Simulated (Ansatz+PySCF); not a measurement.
Results of a calculation; reference values are marked as such.
Input for PySCF 2.14.0:

```python
from pyscf import gto, scf, mp

mol = gto.M(atom="""
N 0.000000 0.000000 -1.207530
N 0.000000 0.000000 1.207530
""", basis='sto-3g', charge=0, spin=0)
mf = scf.RHF(mol)
mf.kernel()
pt = mp.MP2(mf, frozen=2).run()
print(mf.e_tot, pt.e_corr, pt.e_tot)
```

The script is written out from the run's settings.

Results

```
Converged          : yes
Reference energy   : -106.65032 hartree
Correlation energy : -1.51902 hartree
Total energy       : -108.16935 hartree
```

The reference isn't the lowest determinant (another lies 8.23 eV lower), but the same method gives a higher total on the lower determinant. Caution: large amplitudes, a single reference is doubtful; an unrestricted determinant lies well below.
